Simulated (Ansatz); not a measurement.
Two structures of SiN₂H₈, closed shell, reached by relaxing down either side of one saddle point (PBE0-D4/def2-TZVP). Energies are electronic, without zero-point energy. Ansatz 0.2.0; basis: def2-TZVPP and def2-QZVPP; cores frozen in the correlated methods. Extrapolation: Hartree–Fock as exp(−7.88 √X), correlation as X^−2.97. First:

```
atom    x (Å)    y (Å)    z (Å)
 Si1   0.0604  -0.2692   0.6607
  H2   0.8415   0.9913   0.6270
  H3   0.5515  -1.3041  -0.2816
  H4  -1.3763   0.0229   0.3818
  N5   0.3348  -0.9299   2.2417
  H6  -0.5342   1.7499  -2.0103
  N7  -0.1356   0.8191  -2.0252
  H8   0.0159  -1.8644   2.4445
  H9   0.2072  -0.3393   3.0485
 H10  -0.7316   0.2424  -2.6061
 H11   0.7665   0.8812  -2.4809
```

Second:

```
atom    x (Å)    y (Å)    z (Å)
 Si1  -0.4812  -0.9545  -0.1490
  H2   0.3257   2.9477   0.6959
  H3  -0.3364  -2.4136  -0.4275
  H4  -1.9384  -0.6502  -0.0466
  N5   0.4692  -0.7136   1.2519
  H6   0.2825   2.3879   0.2000
  N7   0.0655   0.1296  -1.3592
  H8   0.6385  -1.4707   1.8921
  H9   0.5240   0.1848   1.7030
 H10  -0.5672   0.4474  -2.0746
 H11   1.0179   0.1050  -1.6859
```

Problem. Which bonds change from the first to the second?

Solution. SiNH₅ ([NH2][SiH3]) + NH₃ → SiN₂H₆ ([NH2][SiH2][NH2]) + H₂; bonds formed: Si1–N7, H2–H6; bonds broken: Si1–H2, H6–N7.

Problem. Give the saddle point's structure and its height above each. (An estimate is asked for; the value comes from the calculation.)

Solution. By the calculation: 161.2 kJ/mol above the first and 199.1 kJ/mol above the second (CCSD(T) at an estimated basis limit (MP2 extrapolated from triple and quadruple zeta, plus CCSD(T) − MP2 in triple zeta)).
```
11
angstrom
Si -0.5136 -0.3220 0.1569
H -0.2149 1.4960 0.5180
H -0.5972 -1.7498 -0.3345
H -1.9482 0.0578 0.2239
N 0.5929 -0.5795 1.4265
H 0.0810 1.3586 -0.5889
N 0.1827 0.4619 -1.3917
H 0.8014 -1.5122 1.7440
H 0.8471 0.1464 2.0735
H -0.3748 0.4336 -2.2380
H 1.1436 0.2091 -1.5895
```

T1 diagnostic: at most 0.011.

Labels in which every atom is bracketed show which atoms are joined, not bond orders.

For scale, one of the runs: CCSD(T)/def2-TZVPP, 216 basis functions, launched by `ansatz run in.yaml --threads 4 --pin off --events-out ev --progress --plain --max-ram 9574MiB`. Hardware: 4 CPU threads of an Arm Neoverse V1, shared host. Wall time 44 s; peak host memory 3.2 GiB.
